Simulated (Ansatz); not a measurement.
**AlF, singlet: energies of several shapes or isomers**

Calculated in Ansatz's Gaussian-basis code. Basis cc-pV(T+d)Z on Al, cc-pVTZ on F, nonrelativistic, no frozen core; active space CAS(2,2). Restricted Hartree–Fock, then the lowest state-specific CASSCF solution met for each case. On stretched bonds single-reference methods can fail or change state. Solutions in different active orbitals can move differences by tenths of an eV and at times more than 1 eV.

Case A: bond length 3.8042 Å. A bond is stretched, to 2.14 times the sum of the covalent radii.

Case B: bond length 2.3156 Å. A bond is stretched, to 1.30 times the sum of the covalent radii.

Energy less that of case A, in eV:

| case | RHF/ROHF | CASSCF |
| --- | --- | --- |
| B | -3.681 | -3.396 |

What does SC-NEVPT2 give for these differences?

B: -4.374 eV (-100.9 kcal/mol).
